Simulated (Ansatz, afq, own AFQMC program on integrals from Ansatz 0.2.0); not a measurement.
## Mg$_{2}$, triplet: AFQMC among the cluster methods

```xyz
2

Mg    0.0000    0.0000    0.0000
Mg    0.0000    0.0000    2.7658
```

Basis cc-pVDZ. Only valence electrons are correlated. Ansatz 0.2.0 and our own AFQMC program on the same integrals; the CISD trial comes from CCSD amplitudes, and released means the phaseless constraint is let go. Uncertainties: one standard error, sampling alone.

Determinant: UHF, the one that the program's search chose, which needn't be the lowest solution. The geometry is a PBE0/def2-TZVP stationary point of this or a neighbouring charge and spin state.

Full CI on the same integrals is exact in this basis and with this determinant's frozen core.

Cautions: another spin lies lower (by 1.29 eV); the search met a lower determinant of the same kind, perhaps of another symmetry (89 meV lower), and this one is a saddle point; strong correlation (T1 0.058, weight of the determinant 0.88, largest double 0.10); unrestricted determinant spin contaminated (⟨S²⟩ 2.16 against 2.00); the released energies are still falling, so no released level is given (meV from the phaseless value at times in 1/Eh: -4 ± 6 at 0.24, -8 ± 6 at 0.51, -10 ± 4 at 0.99, -10 ± 3 at 1.62, -17 ± 3 at 2.40).

The T1 diagnostic is 0.0580, the weight of the determinant in the CISD state is 0.880 and the ⟨S²⟩ of the determinant is 2.163. The size of the correlated space is 4 electrons in 26 orbitals.

Reference: full CI, correlation energy -1.432 eV.

| level | E − E(reference) (meV) | share of correlation (%) |
| --- | --- | --- |
| HF | 1432.1 | 0.00 |
| MP2 | 594.3 | 58.50 |
| CCSD | 99.2 | 93.08 |
| CCSD(T) | 38.1 | 97.34 |
| CCSDT | 3.5 | 99.76 |
| CCSDT(Q) | 1.0 | 99.93 |
| ph-AFQMC/CISD | 23.0 ± 3.5 | 98.39 |

CCSDT and higher add their correlation energy to the determinant of the CCSD(T) run, since their own runs factorise the integrals more tightly (a shift of under 2 meV).
